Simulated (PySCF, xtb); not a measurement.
BCl3, SMILES ClB(Cl)Cl.

Harmonic wavenumbers (cm⁻¹) from GFN2-xTB (xtb) at its own minimum, in rising order: 223, 223, 370, 425, 723, 724.

**Question.** What does PBE-D3(BJ)/def2-SVP in PySCF 2.14.0 give at its own minimum? (An estimate is asked for; the answer gives what the named calculation found.)

**Answer.** 249, 249, 439, 463, 964, 964. Paired by order, the mean absolute difference is 106 cm⁻¹ and the zero-point energies are 3.8 and 4.8 kcal/mol.
